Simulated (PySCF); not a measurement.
# C4H4O, SMILES `c1occc1` (charge 0, multiplicity 1)

The numbers are results of PBE-D3(BJ)/def2-TZVP (PySCF), not measurements.

```json
{
 "HOMO": "-5.62 eV",
 "dipole_moment": "0.56 D",
 "HOMO–LUMO gap": "4.82 eV",
 "LUMO": "-0.80 eV",
 "S1 excitation (TDA)": "6.42 eV",
 "S1 oscillator strength": "0.000",
 "brightest of the four lowest singlets (TDA)": "6.52 eV",
 "T1 excitation (TDA)": "4.06 eV",
 "S1–T1 gap (TDA)": "2.36 eV",
 "vertical ionisation energy (Delta-SCF)": "8.86 eV",
 "adiabatic ionisation energy (no zero-point term)": "8.71 eV",
 "hole reorganisation energy (four-point)": "301 meV",
 "total_energy": "-229.8417 Ha",
 "cost": "about 3 core-minutes (a rough figure)"
}
```

Bonded distances (Å): C1–C2 1.433, C1–C5 1.365, C1–H6 1.085, C2–C3 1.365, C2–H7 1.085, C3–O4 1.369, C3–H8 1.084, O4–C5 1.369, C5–H9 1.084. Angles (°): C2–C1–C5 106.2, C2–C1–H6 127.4, C5–C1–H6 126.4, C1–C2–C3 106.2, C1–C2–H7 127.4, C3–C2–H7 126.4, C2–C3–O4 110.4, C2–C3–H8 133.8, O4–C3–H8 115.7, C3–O4–C5 106.7, C1–C5–O4 110.4, C1–C5–H9 133.8, O4–C5–H9 115.7.
Charge 0, spin multiplicity 1.
